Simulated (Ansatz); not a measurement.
**SiH₃+ (triplet): from Hartree-Fock to the top rungs at a displaced geometry (v2), cc-pVTZ**

The task here is to estimate one member of a computed series from the others.

The runs use Ansatz 0.2.0, Gaussian basis; cc-pVTZ, core rule «outside noble gas», up to 5 orbitals frozen.

The runs, in order: UHF; CCSD(T) on ROHF; CCSD(T) on UHF; BCCD(T) on ROHF; CCSDT(Q) on ROHF; CCSDT(Q) on UHF; CASSCF and MRCISD+Q, 6 electrons in 7 orbitals; CASSCF and NEVPT2, 6 electrons in 7 orbitals.

15 further runs of the same task are left out: 2 for a known fault of the program, 3 that didn't finish, 10 set aside as unsound or not needed.

## What is computed

The geometry is a PBE0/def2-TZVP stationary point (not a proven minimum) with its atoms shifted at random (size 0.100 Å).

4 atoms, charge 1, spin multiplicity 3.

Atoms are counted from 1 here; the program's logs count them from 0.

Bond lengths: Si1–H2 1.488 Å, Si1–H3 1.682 Å, H3–H4 0.798 Å. Angles: H2–Si1–H3 105.8°, Si1–H3–H4 80.3°.

The first run:

Contents of in.yaml:

```yaml
crystal:
  periodic: [false, false, false]
  atoms:
    - {symbol: Si, position_ang: [0.008368, 0.070728, -0.079899]}
    - {symbol: H, position_ang: [-0.156506, -1.214045, -0.813037]}
    - {symbol: H, position_ang: [0.359435, -0.350734, 1.510569]}
    - {symbol: H, position_ang: [-0.436098, -0.406004, 1.528783]}
basis:
  gaussian: {orbitals: cc-pVTZ}
total_charge: 1
magnetization: {spin_polarized: true, initial_magnetization: 2}
hamiltonian: {xc: hf}
output: {orbitals: {seedname: orbitals}}
```

Launch:

```console
ansatz run in.yaml --threads 1 --pin off --events-out ev --progress --plain --max-ram 2393MiB
```

Steps of the session up to this table: UHF; CCSD(T) on ROHF; CCSD(T) on UHF; BCCD(T) on ROHF; CCSDT(Q) on ROHF; CCSDT(Q) on UHF; CASSCF and MRCISD+Q, 6 electrons in 7 orbitals; CASSCF and NEVPT2, 6 electrons in 7 orbitals.

One table of the session follows, with a row left open; its other results are not shown here.

It belongs to the step «Misses and costs». 

| method | from UCCSDT(Q) (kcal/mol) |
| --- | --- |
| ROHF | +75.09 |
| UHF | +73.80 |
| RMP2 | ? |
| UMP2 | +16.67 |
| RCCSD | +2.43 |
| UCCSD | +2.35 |
| RCCSD(T) | +0.58 |
| UCCSD(T) | +0.53 |
| BCCD(T) | +0.57 |
| RCCSDT | +0.09 |
| UCCSDT | +0.04 |
| RCCSDT(Q) | +0.05 |
| UCCSDT(Q) | 0 |
| CASSCF valence | +46.61 |
| NEVPT2 valence | +14.10 |
| MRCISD valence | +2.58 |
| MRCISD+Q valence | +0.84 |

**Question.** Estimate the row for RMP2.

The run gave: from UCCSDT(Q) (kcal/mol): +16.86. In the column «from UCCSDT(Q) (kcal/mol)» it lies between UMP2 (+16.67) and CASSCF valence (+46.61).

Caveats from the session: Restricted and unrestricted rows rest on different reference determinants; where their highest levels disagree by more than a few hundredths of an eV, they describe different states and don't form one ladder.
